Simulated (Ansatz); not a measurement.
Molecule (SMILES): N (NH3).
Geometry (B3LYP-D3(BJ)/def2-TZVP, fixed):
```xyz
4

N      0.0022    -0.0038     0.1116
H     -0.0020     0.9512    -0.2281
H      0.8095    -0.4644    -0.2929
H     -0.8232    -0.4600    -0.2599
```

Basis-set convergence of the dipole moment at MP2 with Ansatz (a first-principles code). Dipoles come from the density behind the forces; the sign is taken along the dipole that this method gives in the largest set. The reference of a correlated method is not its basis-set limit, which lies further on. Cartesian d functions, on some or all atoms, in 6-31G*, 6-31+G*, 6-31G**; all else is spherical. Cores are frozen. No added dispersion term, no relativity. Reference: the value in aug-pcseg-3, 1.499 D, itself unsure by roughly 0.002 D (its mean distance from aug-cc-pVQZ, def2-QZVPPD). Deviations are taken from unrounded values.

```json
[
 {"basis": "6-31G", "functions": "15", "dipole moment (D)": "2.235", "minus reference (D)": "0.736"},
 {"basis": "6-31G*", "functions": "21", "dipole moment (D)": "1.909", "minus reference (D)": "0.410"},
 {"basis": "6-31+G*", "functions": "25", "dipole moment (D)": "1.911", "minus reference (D)": "0.412"},
 {"basis": "def2-SVP", "functions": "29", "dipole moment (D)": "1.714", "minus reference (D)": "0.215"},
 {"basis": "6-31G**", "functions": "30", "dipole moment (D)": "1.811", "minus reference (D)": "0.312"},
 {"basis": "def2-TZVP", "functions": "49", "dipole moment (D)": "1.708", "minus reference (D)": "0.209"},
 {"basis": "6-311++G(2d,2p)", "functions": "57", "dipole moment (D)": "1.586", "minus reference (D)": "0.087"},
 {"basis": "jun-cc-pV(T+d)Z", "functions": "81", "dipole moment (D)": "1.512", "minus reference (D)": "0.013"},
 {"basis": "6-311++G(3df,3pd)", "functions": "93", "dipole moment (D)": "1.511", "minus reference (D)": "0.012"},
 {"basis": "d-aug-cc-pVTZ", "functions": "158", "dipole moment (D)": "1.495", "minus reference (D)": "-0.004"},
 {"basis": "def2-QZVPPD", "functions": "162", "dipole moment (D)": "1.497", "minus reference (D)": "-0.002"},
 {"basis": "aug-cc-pVQZ", "functions": "218", "dipole moment (D)": "1.497", "minus reference (D)": "-0.002"},
 {"basis": "cc-pV5Z", "functions": "256", "dipole moment (D)": "1.512", "minus reference (D)": "0.013"}
]
```

The smallest set listed that lies within 0.1 D of the reference with all its larger relatives (same family, alike in diffuse functions; a set with none counts only in the reference's own line) is 6-311++G(2d,2p) (57 functions, 0.087 D off). Inside, with no larger relative to test it: d-aug-cc-pVTZ, def2-QZVPPD, cc-pV5Z. (Relatives not listed, tested too: aug-cc-pVTZ -0.007 D.)
